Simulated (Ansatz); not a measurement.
```xyz
9

C    -0.261   -0.148   -0.811
C    -0.468   -0.293    0.665
C     0.729    0.440    0.146
H     0.033   -1.026   -1.371
H    -0.910    0.529   -1.352
H    -0.315   -1.269    1.107
H    -1.258    0.286    1.127
H     0.753    1.518    0.254
H     1.697   -0.038    0.235
```

The species carries charge 0 and has multiplicity 1.

Question: List the PBE0/def2-TZVPP orbital energies in eV (Ansatz). (Estimate.)

Answer: Ansatz gave: Occupied: -278.09, -278.08, -278.08, -23.90, -16.71, -16.71, -13.88, -13.07, -10.13, -10.13, -8.39, -8.39. Lowest empty: 1.71, 2.06, 2.48, 2.48, 3.78, 4.62, 4.62, 4.68.
